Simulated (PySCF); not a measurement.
Molecule: SMILES CC(=S)N(C)C, C₄H₉NS.

Molfile (atoms numbered from 1):
```
C4H9NS
     RDKit          3D

 15 14  0  0  0  0  0  0  0  0999 V2000
    1.8015   -0.3050   -0.3299 C   0  0  0  0  0  0  0  0  0  0  0  0
    0.6398    0.4774   -0.8827 C   0  0  0  0  0  0  0  0  0  0  0  0
    0.9092    1.7100   -1.9613 S   0  0  0  0  0  0  0  0  0  0  0  0
   -0.5823    0.1061   -0.4369 N   0  0  0  0  0  0  0  0  0  0  0  0
   -1.7918    0.7356   -0.9167 C   0  0  0  0  0  0  0  0  0  0  0  0
   -0.7645   -0.9991    0.4803 C   0  0  0  0  0  0  0  0  0  0  0  0
    2.7210    0.0373   -0.8138 H   0  0  0  0  0  0  0  0  0  0  0  0
    1.6841   -1.3872   -0.5022 H   0  0  0  0  0  0  0  0  0  0  0  0
    1.8995   -0.1532    0.7580 H   0  0  0  0  0  0  0  0  0  0  0  0
   -2.4453   -0.0073   -1.4036 H   0  0  0  0  0  0  0  0  0  0  0  0
   -1.5137    1.5103   -1.6422 H   0  0  0  0  0  0  0  0  0  0  0  0
   -2.3442    1.1968   -0.0814 H   0  0  0  0  0  0  0  0  0  0  0  0
   -1.7855   -0.9627    0.8812 H   0  0  0  0  0  0  0  0  0  0  0  0
   -0.6295   -1.9781   -0.0124 H   0  0  0  0  0  0  0  0  0  0  0  0
   -0.0715   -0.9435    1.3312 H   0  0  0  0  0  0  0  0  0  0  0  0
  1  2  1  0
  2  3  2  0
  2  4  1  0
  4  5  1  0
  4  6  1  0
  1  7  1  0
  1  8  1  0
  1  9  1  0
  5 10  1  0
  5 11  1  0
  5 12  1  0
  6 13  1  0
  6 14  1  0
  6 15  1  0
M  END
```

Geometry PBE0-D3(BJ)/def2-SVP throughout; GIAO in PySCF 2.14, gas phase, one conformer, non-relativistic; equivalent atoms averaged; basis pcSseg-1.

**Question.** How do the shifts δ (against TMS, CS2, NH3 at the same level) depend on the functional? (ppm; last column core-seconds on shared hosts with different chips, so compare them loosely; the GGAs took longer than the global hybrids here, which isn't the general rule, and the cause wasn't traced)

**Answer.** 
```csv
functional,kind,C2,C5,C6,C1,S3,N4,H10/H11/H12,H13/H14/H15,H7/H8/H9,core-s
HF,Hartree–Fock,234.4,38.3,35.7,32.7,251.7,135.6,3.45,2.77,2.46,7.8
LDA,LDA,201.1,44.2,41.1,35.0,381.6,169.7,3.64,3.08,2.51,21
PBE,GGA,196.0,43.1,40.3,34.4,358.5,163.2,3.60,3.05,2.48,27
BLYP,GGA,200.3,43.6,40.6,34.8,380.1,166.0,3.60,3.05,2.47,26
BP86,GGA,196.8,43.5,40.7,34.7,359.3,161.6,3.62,3.05,2.49,26
OPBE,GGA,186.1,41.2,38.9,33.0,328.0,154.3,3.57,3.02,2.48,27
KT2,GGA,187.9,42.6,39.8,33.6,319.1,154.9,3.61,3.04,2.48,25
KT3,GGA,185.9,41.5,39.0,33.0,322.1,153.3,3.56,3.01,2.45,25
B97-D,GGA,193.1,42.5,39.9,34.0,355.8,157.1,3.61,3.05,2.49,24
B3LYP,global hybrid,210.0,42.6,39.8,34.6,361.0,160.4,3.55,2.97,2.45,15
PBE0,global hybrid,207.7,42.1,39.4,34.3,336.2,156.3,3.54,2.96,2.46,14
mPW1PW91,global hybrid,208.5,42.1,39.4,34.3,338.5,156.1,3.54,2.95,2.46,14
WP04,global hybrid,211.4,42.8,40.5,34.8,385.2,155.0,3.43,2.85,2.36,19
B97-2,global hybrid,203.2,41.8,39.2,33.9,333.7,153.4,3.54,2.96,2.46,19
BHandHLYP,global hybrid,222.3,41.1,38.4,34.1,326.5,152.0,3.50,2.88,2.44,19
CAM-B3LYP,range-separated hybrid,219.6,42.0,39.1,34.5,356.9,156.6,3.52,2.91,2.42,24
wB97X-D,range-separated hybrid,214.6,42.1,39.5,34.7,337.3,152.3,3.51,2.89,2.43,25
LC-wPBE,range-separated hybrid,223.5,41.3,38.6,34.3,337.6,147.6,3.46,2.82,2.38,40
```

**Question.** Which nucleus moves most, in ppm?

**Answer.** S3 (thione sulfur): from 251.7 ppm with HF to 385.2 ppm with WP04. The smallest spread is 0.15 ppm, at H7/H8/H9. Proton shifts span only some 12 ppm, so a few tenths of a ppm matter as much there as several ppm in carbon.
